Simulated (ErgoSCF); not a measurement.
# LiO (lithium monoxide): UHF/Turbomole-TZVP

Aim: the energy change on altering one bond length of LiO (lithium monoxide) at UHF/Turbomole-TZVP, from 2 runs. 

The results are computed with ErgoSCF 3.8.

12 further runs of the same task are left out: 9 that didn't finish, 3 set aside as unsound or not needed.

## (1) The system as given

LiO: 2 atoms, total charge 0, spin state doublet. As SMILES, `[Li][O]`. The shape comes from GFN2-xTB, which is rough for such elements, and wasn't checked as a minimum.

Bond lengths: Li1–O2 1.566 Å.

## (2) The energy at UHF/Turbomole-TZVP

run.inp reads:

```
# LiO, HF
set_nthreads("env")
scf.max_number_of_iterations = 80
spin_polarization = 1
tmpdir = "."
scf.output_mulliken_pop = 1
scf.use_diagonalization = 1
basis = "Turbomole-TZVP"
charge = 0
molecule_inline
Li   0.00000000   0.00000000   0.00000000
O    0.00000000   0.00000000   2.95893317
EOF
run "HF"
```

Run with:

```sh
$ ergo run.inp
```

The program printed:

```text
[...]
INSC SCF_general constructor, number of basis functions: 27
[...]
INSC Energy   1 =        -37.27110668715
[...]
INDE E_LUMO =          0.01604437801
[...]
INSC Energy  18 =        -82.29319574539  ( diff     -0.000000000000725 )
[...]
RESC CONVERGED after  18 iterations.
RESC FINAL ENERGY:        -82.29319574539
RESC FINAL <S2> =          0.75527599519
[...]
INSC SCF: dipole_moment_x [atomic units] =      -0.00000000
INSC SCF: dipole_moment_y [atomic units] =      -0.00000000
INSC SCF: dipole_moment_z [atomic units] =      -2.61929568
[...]
```

It took 1.5 s on 1 thread of Arm Neoverse V2, shared host; peak memory 0.26 GiB.

## (3) The distorted shape at the same level

job.ego reads:

```
set_nthreads("env")
basis = "Turbomole-TZVP"
tmpdir = "."
scf.max_number_of_iterations = 80
scf.output_mulliken_pop = 1
spin_polarization = 1
scf.use_diagonalization = 1
molecule_inline
Li     0.00000000     0.00000000    -2.36707094
O      0.00000000     0.00000000     2.95893317
EOF
run "HF"
```

Run with:

```sh
$ ergo < job.ego
```

The program printed:

```text
[...]
INSC SCF_general constructor, number of basis functions: 27
[...]
INSC Energy   1 =        -36.92909722241
[...]
INDE E_LUMO =          0.04945572317
[...]
INSC Energy  47 =        -82.24706948192  ( diff     -0.000000000001293 )
[...]
RESC CONVERGED after  47 iterations.
RESC FINAL ENERGY:        -82.24706948192
RESC FINAL <S2> =          1.63835647964
[...]
INSC SCF: dipole_moment_x [atomic units] =      -0.00000000
INSC SCF: dipole_moment_y [atomic units] =      -0.00000000
INSC SCF: dipole_moment_z [atomic units] =      -0.49600517
[...]
```

It took 3.3 s on 1 thread of Arm Neoverse V2, shared host; peak memory 0.26 GiB.

## (4) Summary of results

Level: UHF/Turbomole-TZVP.

| quantity | value |
| --- | --- |
| first shape: total energy | -82.29320 Eh |
| first shape: dipole moment | 6.66 D |
| first shape: ⟨S²⟩ | 0.755 |
| distorted shape: total energy | -82.24707 Eh |
| distorted shape: dipole moment | 1.26 D |
| distorted shape: ⟨S²⟩ | 1.638 |
| energy change with the Li1–O2 bond stretched from 1.566 to 2.818 Å | 1.255 eV |

In words: With the Li1–O2 bond stretched from 1.566 to 2.818 Å the energy rises by 1.26 eV (29 kcal/mol). The first shape isn't relaxed at this level, so the change isn't measured from a minimum. ⟨S²⟩ (distorted shape) is 1.64 where a pure doublet has 0.75: the reference is spin-contaminated.
